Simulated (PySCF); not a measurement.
Compound: C4H5F2 (doublet state).
Cartesian coordinates in Å at the GFN2-xTB level; atoms count from 1:
```
atom  x, y, z in Å
C1     2.0752   -0.0881   -0.1474
C2     0.7592   -0.4547   -0.0872
C3    -0.2925    0.4132    0.1110
F4    -0.0686    1.7393    0.2610
C5    -1.7435    0.0761    0.1907
F6    -1.9489   -1.2653    0.0431
H7     2.3685    0.9405   -0.0393
H8     2.8461   -0.8180   -0.3039
H9     0.4835   -1.4936   -0.1981
H10   -2.1624    0.3677    1.1657
H11   -2.3113    0.5855   -0.6024
```

The hyperfine couplings belong to this conformer and change with its torsions.

Identity: `C=C[C](F)CF` [radical].

Computed, not measured: UKS B3LYP, pcH-1 on C F H, non-relativistic, mean-field spin-orbit, GIAO in PySCF 2.14.0. Geometry: GFN2-xTB, one conformer, isolated molecule. A GFN2-xTB geometry isn't a minimum of the functional, and hyperfine couplings can be far from their values at a DFT geometry. Stability of the SCF solution: not tested. ⟨S²⟩ is 0.775 where a pure state has 0.75.

Question: Break the g tensor into its mass correction, gauge correction and orbital-Zeeman/spin–orbit terms.

Answer: 
```
                    Δg (ppm)     1     2     3
relativistic mass correction  -168  -168  -168
            gauge correction    -1    34    40
   orbital Zeeman/spin–orbit   -66  1253  1653
                       total  -235  1119  1525
```

So g = 2.00208, 2.00344, 2.00384 and g_iso = 2.00312; the tensor is rhombic: the two nearest values differ by 23 % of g3 − g1. Axes: g2 points within 1° of the C2–H9 bond.

Question: What are the electron Larmor frequencies g μB B/h along the three axes at 340 mT?

Answer: 9.5274, 9.5338, 9.5357 GHz for g1, g2 and g3, a range of 8.4 MHz.

Question: At 9.648 GHz, how far is the centre of the isotropic spectrum from where a free electron (g = 2.002319) resonates?

Answer: B = hν/(g μB) with μB/h = 13.99624 MHz/mT gives 344.26 mT for the free electron and 344.13 mT at g_iso, 0.14 mT lower.

Question: In a frozen sample, at which fields do the three g values resonate at 9.5, 34, 94 and 263 GHz (hyperfine left aside), and which band first spreads them over more than twice a line width of 1.0 mT?

Answer: 
| band | GHz | B(g3) mT | B(g2) mT | B(g1) mT | spread mT |
| --- | --- | --- | --- | --- | --- |
| X | 9.5 | 338.73 | 338.79 | 339.02 | 0.30 |
| Q | 34.0 | 1212.28 | 1212.53 | 1213.35 | 1.07 |
| W | 94.0 | 3351.60 | 3352.28 | 3354.55 | 2.95 |
| J | 263.0 | 9377.35 | 9379.25 | 9385.60 | 8.25 |

The spread grows in proportion to the frequency. W band is the first where it exceeds 2.0 mT.

The Mulliken spin populations are largest on C1 (+0.68), C3 (+0.57) and C2 (-0.25). The positive populations add up to 1.35 and the negative ones to -0.35, together 2S = 1. The angles at C1 add up to 360.0°, so it is planar; its axial dipolar tensor and the negative couplings of its protons fit spin in a p orbital normal to that plane.

The HOMO–LUMO gaps are 6.20 eV among the α and 5.83 eV among the β orbitals.

On an Arm Neoverse V2 with one thread, shared host, this took 23 s of wall time (with the writing of density and orbital grids) and 0.69 GiB of memory at its peak.

The SMILES draws the unpaired electron on C3; the largest computed Mulliken spin population is on C1 (0.68 against 0.57).
